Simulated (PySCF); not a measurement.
Worked example for [AlH3]-•: detachment energy to the singlet neutral

The parent is a doublet.

Energies: M06-2X/ma-def2-TZVP (PySCF, density fitting, integration grid level 3) on PBE0-D3(BJ)/def2-SVP structures. The prefix ma- adds one diffuse s and one diffuse p function on all atoms but H. Zero-point energies come from unscaled PBE0-D3(BJ)/def2-SVP harmonic frequencies.

| state | structure | E / Eh |
| --- | --- | --- |
| parent | parent | -244.180263 |
| singlet neutral | parent | -244.143432 |
| singlet neutral | singlet neutral | -244.169240 |
| parent | singlet neutral | -244.177024 |

Zero-point energy of the singlet neutral less that of the parent: 0.056 eV. 1 Eh = 27.2114 eV.

Work out the vertical and adiabatic detachment energy.

Vertical: (-244.143432) − (-244.180263) = 0.036831 Eh = 1.00 eV. Adiabatic: 0.011023 Eh = 0.300 eV, and 0.36 eV with zero-point energy.

And the inner reorganisation energy of self-exchange?

The singlet neutral relaxes by 702.3 meV and the parent by 88.1 meV, so λ = 790 meV.

Known limits: structures of the anions come from def2-SVP, which lacks diffuse functions.
